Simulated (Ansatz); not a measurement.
We consider corundum (α-Al2O3), described by PBE (plane waves, PAW; Ansatz, a first-principles code).

Run with plane-wave cutoff 520 eV, 8×8×8 k mesh, Fermi–Dirac smearing 0.01 eV, scalar-relativistic PAW data made under PBE.

Energies at three volumes about the minimum:

| V (Å³/atom) | E − E_lowest (meV/atom) |
|---|---|
| 8.586 | 2.59 |
| 8.761 | 0.00 |
| 8.936 | 2.44 |

Task: Fit a parabola by hand: where is the minimum, and what is the bulk modulus?

Result: Slopes: (0.00 − 2.59)/(8.761 − 8.586) = -14.800 and (2.44 − 0.00)/(8.936 − 8.761) = 13.943 meV/Å³. Curvature E″ = 2 × (13.943 − (-14.800))/(8.936 − 8.586) = 164.246 meV/Å⁶. From the middle of the first interval, the slope vanishes at V0 = 8.6735 − (-14.800)/164.246 = 8.764 Å³/atom. B = V0 E″ = 8.764 × 164.246 meV/Å³ × 0.1602 GPa per meV/Å³ = 231 GPa. The full Birch–Murnaghan fit to all volumes gives V0 = 8.761 Å³/atom and B0 = 230 GPa.

Shape and atoms are relaxed at each volume.

Measured, for comparison: bulk modulus 254 GPa (298 K, copied from a table, unchecked, not corrected to a static lattice, with K' = 4.34, sources range from 239 to 254; as tabulated in BurnMan's mineral tables); equilibrium volume per atom 8.49 Å³/atom (300 K, copied from a table, unchecked, not corrected to a static lattice; as tabulated in BurnMan's mineral tables). Computed less measured: bulk modulus not scored (unchecked), equilibrium volume per atom not scored (unchecked).
